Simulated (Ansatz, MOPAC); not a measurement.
Process, species as SMILES: C(F)(F)=C(F)F + 6 [H][H] (H2) -> 2 C (CH4) + 4 F (HF)

Wanted: energy of full hydrogenation (enthalpy at 298 K), in kcal/mol. Set-up: dispersion terms only where a functional's name holds one; six Cartesian d functions in 6-31G* and its kin unless marked 5d; no spin-orbit coupling; frozen cores in correlated levels; non-relativistic. Ab initio and DFT rows: single points at B3LYP-D3(BJ) geometries (Ansatz, an electronic-structure program), with unscaled harmonic terms from B3LYP/6-31G* at its own minima. Semi-empirical rows: MOPAC heats of formation at their own minima for 298 K.

```tsv
species	coefficient	E at MP2/6-31G* (Ansatz), Eh	E at B3LYP/def2-TZVPD (Ansatz), Eh	H(298 K) - E, kcal/mol	heat of formation at PM6 (MOPAC), kcal/mol
FC(F)=C(F)F	-1	-474.34036	-475.73233	17.40	-169.13
[H][H] (H2)	-6	-1.14411	-1.17969	8.44	-25.73
C (CH4)	+2	-40.33255	-40.53767	30.76	-12.29
F (HF)	+4	-100.18207	-100.49371	7.76	-63.61
```

Measured values: Active Thermochemical Tables 1.112 (ions: stationary electron), as tabulated in the package chemicals; G2/97 table in ASE (Curtiss et al.), the entry of C2F4 doubted and unchecked; they hold spin-orbit and core effects, anharmonicity.  Value to compare with, the measured value: -138.9 kcal/mol. 1 Eh = 627.5095 kcal/mol.

### Question
Work the quantity out at each level, and compare with the measured value.

### Answer

- MP2/6-31G*: the sum of coefficient times E is -0.18836 Eh, or -118.20 kcal/mol; the thermal terms add 24.52. Result: -93.7 kcal/mol. Its error against the measured value is 45.2 kcal/mol.
- B3LYP/def2-TZVPD: the sum of coefficient times E is -0.23971 Eh, or -150.42 kcal/mol; the thermal terms add 24.52. Result: -125.9 kcal/mol. Its error against the measured value is 13.0 kcal/mol.
- PM6: the sum of coefficient times heat of formation is 44.49 kcal/mol; it needs no thermal term. Its error against the measured value is 183.4 kcal/mol.
